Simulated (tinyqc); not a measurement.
Ways to converge the cycle: SCF convergence aids in the sto-3g basis, for NH3+, spin multiplicity 2. Computed by the program tinyqc with PySCF. UHF with one setting changed at a time; a run stops when the energy changes by less than 1e-09 hartree and the error matrix is below 1e-5. The start is random orbitals. Damping d keeps d of the old density; a shift (hartree) raises the virtual levels; DIIS n extrapolates F over n matrices.

Geometry (angstrom):
```
atom        x        y       z
N      0.0000   0.0000  0.1070
H      1.2940   0.0000  0.0000
H     -0.6470   1.1210  0.0000
H     -0.6470  -1.1210  0.0000
```

lowest solution found by these runs and by PySCF with stability checks = -55.098838 hartree

Largest element of the error matrix X^T (FDS - SDF) X:
```
iteration    plain  damping 0.3  damping 0.6  shift 0.4   DIIS 3   DIIS 8
1          1.7e+00      1.7e+00      1.7e+00    1.7e+00  1.7e+00  1.7e+00
2          2.1e-01      5.4e-01      1.1e+00    1.8e-01  2.1e-01  2.1e-01
3          8.8e-02      1.7e-01      6.4e-01    1.6e-01  8.8e-02  8.8e-02
4          6.3e-02      8.0e-02      3.9e-01    1.0e-01  6.7e-02  6.7e-02
5          4.5e-02      6.3e-02      2.4e-01    8.4e-02  3.8e-02  3.8e-02
6          3.1e-02      5.1e-02      1.4e-01    7.3e-02  1.6e-02  1.0e-02
8          1.3e-02      3.1e-02      5.9e-02    5.1e-02  2.9e-03  2.6e-03
10         5.8e-03      1.8e-02      4.5e-02    3.2e-02  1.0e-03  3.8e-04
14         1.1e-03      5.9e-03      2.6e-02    1.2e-02  3.8e-05  4.9e-06
20         2.3e-04      1.1e-03      1.1e-02    2.7e-03        -        -
30         2.1e-05      1.7e-04      2.3e-03    3.3e-04        -        -
45               -      1.4e-05      2.9e-04    2.7e-05        -        -
60               -            -      7.2e-05          -        -        -
```

How each run ends:
```
run          iterations  E (hartree)                                                        state
plain                34    -55.09884                                                 lowest found
damping 0.3          48    -55.09884                                                 lowest found
damping 0.6         >60    -55.09884  falls steadily but slowly, by a factor of about 0.91 a step
shift 0.4            52    -55.09884                                                 lowest found
DIIS 3               19    -55.09884                                                 lowest found
DIIS 8               15    -55.09884                                                 lowest found
```

What does the comparison show, and why?

5 of 6 runs reach the lowest solution found, in 15 to 52 iterations (fastest: DIIS 8). Not converged: damping 0.6. Plain steps already contract here, so damping only slows them. DIIS 3 and DIIS 8 gain by cancelling the error over several earlier matrices, much as a quasi-Newton step does.
